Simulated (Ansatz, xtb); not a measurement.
**Two structures of CH5AlN+**

Structure a: a singlet given by its coordinates. Structure b: a singlet given by its coordinates. Both are isolated ions in the gas phase, relaxed with B3LYP-D3(BJ)/def2-SVP.

a (Å):

```xyz
8

C    -1.7670    1.9801   -1.2404
Al    0.6027    0.5687   -0.3056
N    -1.1138    1.5299   -0.2325
H    -1.3681    1.8382   -2.2543
H    -2.7226    2.5084   -1.1200
H    -1.5572    1.7056    0.6784
H     1.0719    0.1878    1.1295
H     1.0073    0.4623   -1.8091
```

Close contacts (Å): C1–N3 1.28, Al2–N3 1.97, C1–H4 1.10, C1–H5 1.10, Al2–H7 1.56, Al2–H8 1.56, N3–H6 1.03.

b (Å):

```xyz
8

C     0.2186   -0.1423   -0.5598
Al   -0.3004    2.7711   -1.3926
N     0.3000    1.2407    0.0071
H     0.5306   -0.8933    0.1789
H     1.2588    1.4169    0.3370
H    -0.8161   -0.3536   -0.8645
H     0.8734   -0.2173   -1.4394
H    -0.2747    1.2930    0.8593
```

Close contacts (Å): C1–N3 1.50, Al2–N3 2.16, C1–H4 1.10, C1–H6 1.10, C1–H7 1.10, N3–H5 1.03, N3–H8 1.03.

Which of the two would you expect CCSD(T)/def2-TZVP electronic energies to favour?

Structure b; the calculation gives E(b) − E(a) = −63.2 kJ/mol.

The same difference at several levels:

```csv
level,geometry,E(b) − E(a) (kJ/mol),departure from the last row (kJ/mol),"job, with rough time for the two"
GFN2-xTB,GFN2-xTB,+43.4,+106.6,"optimisation, 0.76 s"
HF/STO-3G,GFN2-xTB,−130.0,−66.8,"single point, 0.7 s"
r2SCAN-D4/def2-SVP,GFN2-xTB,−57.5,+5.7,"single point, 6.7 s"
B3LYP-D3(BJ)/def2-SVP,B3LYP-D3(BJ)/def2-SVP,−71.7,−8.5,"optimisation, 56 s"
HF/def2-TZVP,B3LYP-D3(BJ)/def2-SVP,−36.2,+27.0,part of the CCSD(T) run
MP2/def2-TZVP,B3LYP-D3(BJ)/def2-SVP,−62.3,+0.9,part of the CCSD(T) run
CCSD(T)/def2-TZVP,B3LYP-D3(BJ)/def2-SVP,−63.2,,"single point, 51 s"
```

GFN2-xTB puts the two in the other order. The largest departure from CCSD(T)/def2-TZVP is that of GFN2-xTB, 106.6 kJ/mol.

With harmonic frequencies from B3LYP-D3(BJ)/def2-SVP (ideal gas, rigid rotor, one conformer each, 298.15 K, 1 atm): the zero-point term adds +24.1 kJ/mol; ΔH is −39.8 and ΔG −40.0 kJ/mol.

The correlated steps freeze 7 core orbitals. Codes used: Ansatz 0.2.0, xtb 6.7.1; the last row on 1 thread of AMD EPYC (Zen 3) on a shared host.
